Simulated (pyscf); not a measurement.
HO–Ge(OH)(OH)–OH + H• -> H₂O + HO–Ge•(OH)–OH, a substitution at O (doublet surface; Ge–O broken, H–O formed). Single points on ωB97X-D3(BJ)/def2-SVP structures (PySCF, gas phase). Energies in kcal/mol from the separated reactants.

Small-basis levels: PySCF, no dispersion term, spherical d functions. Open shells are spin-unrestricted. 

| level | barrier | reaction energy |
|---|---|---|
| HF/STO-3G | 36.2 | -7.0 |
| SVWN5/6-31G*+LANL2DZ | 2.0 | -5.8 |
| PBE/6-31G*+LANL2DZ | 10.2 | -7.2 |
| B3LYP/LANL2DZ | 7.4 | -13.1 |
| M06-2X/6-31G*+LANL2DZ | 24.7 | +4.0 |
| B3LYP/6-311+G**+LANL2DZ | 9.5 | -21.3 |
| PBE/def2-SVP | 8.0 | -12.1 |
| ωB97M-D3(BJ)/def2-TZVP | 19.0 | -12.9 |

Against the last row the barrier runs from -17.0 (SVWN5/6-31G*+LANL2DZ) to +17.2 kcal/mol (HF/STO-3G). ωB97M-D3(BJ)/def2-TZVP has limits of its own. On the product side the descent ends in a bound adduct (not fully relaxed), 9.9 kcal/mol under the separated species and 41.8 kcal/mol under the saddle at ωB97X-D3(BJ)/def2-TZVP. At ωB97X-D3(BJ)/def2-TZVP the barrier from the zero used here is 22.4 kcal/mol. This is the saddle that the search found; another between the same sides may lie lower. The angle at the attacked O is 145°. In the def2 sets elements up to Kr have no core potential.
